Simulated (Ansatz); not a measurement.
Relaxation of CH3F2S (7 atoms, charge 0, multiplicity 2), to a largest force component of 0.03 eV/Å in at most 50 steps.

Computed with UKS B3LYP-D4/def2-SVP (Ansatz).

```xyz
7
Properties=species:S:1:pos:R:3
H 1.101 0.168 0.463
C -1.126 -0.542 0.071
F -1.168 -0.773 -1.231
F -1.885 0.484 0.416
S 2.334 0.728 0.358
H -1.248 -1.441 0.702
H 1.992 1.377 -0.780
```

Task: Where does it end, and by what steps?

Result: The run converged. The force dipped under the threshold on the way, but the program's further checks kept it going. After 38 steps the energy has fallen by 0.094 eV; F4 moved furthest, 1.87 Å.

| step | energy less start (eV) | largest force component (eV/Å) | accepted |
| --- | --- | --- | --- |
| 0 | 0.0000 | 0.094 | yes |
| 2 | -0.0013 | 0.021 | yes |
| 4 | -0.0027 | 0.113 | yes |
| 6 | -0.0052 | 0.116 | yes |
| 8 | -0.0056 | 0.211 | yes |
| 10 | -0.0087 | 0.114 | yes |
| 12 | -0.0137 | 0.135 | yes |
| 14 | -0.0216 | 0.306 | yes |
| 16 | -0.0247 | 0.686 | no |
| 18 | -0.0394 | 0.096 | yes |
| 20 | -0.0444 | 0.418 | no |
| 22 | -0.0572 | 0.137 | yes |
| 24 | -0.0659 | 0.248 | yes |
| 26 | -0.0745 | 0.297 | yes |
| 28 | -0.0664 | 0.953 | no |
| 30 | -0.0864 | 0.168 | yes |
| 32 | -0.0906 | 0.089 | yes |
| 34 | -0.0928 | 0.163 | yes |
| 36 | -0.0941 | 0.041 | yes |
| 38 | -0.0943 | 0.029 | yes |

```xyz
7
Properties=species:S:1:pos:R:3
H 2.016 1.341 0.757
C -1.490 -0.259 0.091
F -1.048 0.266 -1.052
F -2.352 -1.239 -0.129
S 2.171 0.076 0.304
H -0.684 -0.497 0.803
H 1.388 0.312 -0.773
```

Whether the end is a true minimum wasn't checked by a vibrational analysis.

Time of the run: 63 s on 2 threads of Intel(R) Xeon(R) Platinum 8488C (Sapphire Rapids), on a shared host, peak memory 0.2 GiB.
